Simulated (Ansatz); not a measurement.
```yaml
crystal:
  periodic: [false, false, false]
  atoms:
    - {symbol: C, position_ang: [-1.184360, -0.368421, -0.014602]}
    - {symbol: Ge, position_ang: [-0.268406, 1.261441, 0.022619]}
    - {symbol: Ge, position_ang: [0.494990, -1.190957, -0.019825]}
    - {symbol: H, position_ang: [-2.216511, -0.689495, -0.027327]}
basis:
  gaussian: {orbitals: def2-TZVP}
magnetization: {spin_polarized: true, initial_magnetization: 1}
hamiltonian: {xc: pbe0}
relax: {f_tol: 0.004, max_steps: 80}
```

```sh
$ ansatz run in.yaml --threads 1 --pin off --events-out ev --progress --plain --max-ram 2176MiB
```

Steps of the relaxation (energy above the last step; positions in Å, forces in eV/Å):

```
4
step 1, 11.9 meV
C    -1.184   -0.368   -0.015    0.463    0.144    0.006
Ge   -0.268    1.261    0.023   -0.204    0.104    0.001
Ge    0.495   -1.191   -0.020   -0.109   -0.201   -0.005
H    -2.217   -0.689   -0.027   -0.151   -0.047   -0.002
```

```
4
step 2, 1.8 meV
C    -1.172   -0.365   -0.014    0.226    0.070    0.003
Ge   -0.285    1.277    0.023   -0.092   -0.009   -0.001
Ge    0.490   -1.214   -0.020   -0.081   -0.045   -0.001
H    -2.207   -0.687   -0.027   -0.054   -0.017   -0.001
```

```
4
step 3, 0.0 meV
C    -1.163   -0.362   -0.014   -0.035   -0.011    0.000
Ge   -0.296    1.284    0.023    0.008    0.030    0.001
Ge    0.485   -1.226   -0.021    0.024   -0.020    0.000
H    -2.200   -0.684   -0.027    0.003    0.001    0.000
```

```
4
step 5, 0.0 meV
C    -1.163   -0.362   -0.014    0.000    0.000    0.000
Ge   -0.297    1.285    0.023    0.000    0.000    0.000
Ge    0.485   -1.227   -0.021    0.000    0.000    0.000
H    -2.200   -0.684   -0.027    0.000    0.000    0.000
```

Close pairs at the end: C1–H4 1.086 Å, C1–Ge2 1.861 Å, C1–Ge3 1.861 Å, Ge2–Ge3 2.631 Å.

A stationary point of unrestricted PBE0 after 5 steps, with ⟨S²⟩ = 0.758 against 0.75 for a pure state; no frequencies were run, so it isn't proven a minimum. 69 s on 1 thread of Arm Neoverse V2, shared host.
